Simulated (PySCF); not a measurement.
Bonds (- single, = double, # triple, : aromatic): C1=C2 1.299 Å, C2-C3 1.502 Å, C3-C4 1.498 Å, C4-C5 1.501 Å, C5-C6 1.498 Å, C3-C1 1.502 Å, C6-C4 1.501 Å. C1 carries H7; C2 carries H8; C3 carries H9; C4 carries H10; C5 carries H11, H12; C6 carries H13, H14. H11, H14 are cis to C3 on the ring; H12, H13 are trans to C3 on the ring.

Theoretical values (PySCF): GFN2-xTB structure, shieldings: GIAO PBE0/pcSseg-1. Non-relativistic Hamiltonian, averaged over atoms made equivalent by symmetry, fast rotation or ring inversion, one conformer, in vacuum.

Shifts are taken against calculated references (same method and geometry level): 13C and 1H vs TMS.

```tsv
atoms	nucleus	count	Hirshfeld charge	δ (ppm)
C5/C6	13C	2	-0.10	?
C4	13C	1	-0.05	21.5
H12/H13	1H	2	0.04	?
C3	13C	1	-0.04	23.9
H9	1H	1	0.03	?
H10	1H	1	0.04	-0.18
H7/H8	1H	2	0.07	7.67
H11/H14	1H	2	0.04	0.23
C1/C2	13C	2	-0.05	127.5
```

Complete the table.

Answers


- C5/C6: 5.1 ppm, three-membered-ring carbon; carbons of three-membered rings are unusually shielded
- H9: 0.74 ppm, hydrogen on a three-membered-ring carbon; cyclopropane-type protons are shielded by the ring
- H12/H13: 0.47 ppm, hydrogen on a three-membered-ring carbon; cyclopropane-type protons are shielded by the ring

Shifts are as computed. Against solution values, carbons near 30 ppm lie about +3 ppm off and those near 130 ppm about +5 ppm. Of 1211 compounds with measured shifts, 218 miss one by over three times the rms of a fit or turn the order of signals round; such compounds aren't used in these exercises.
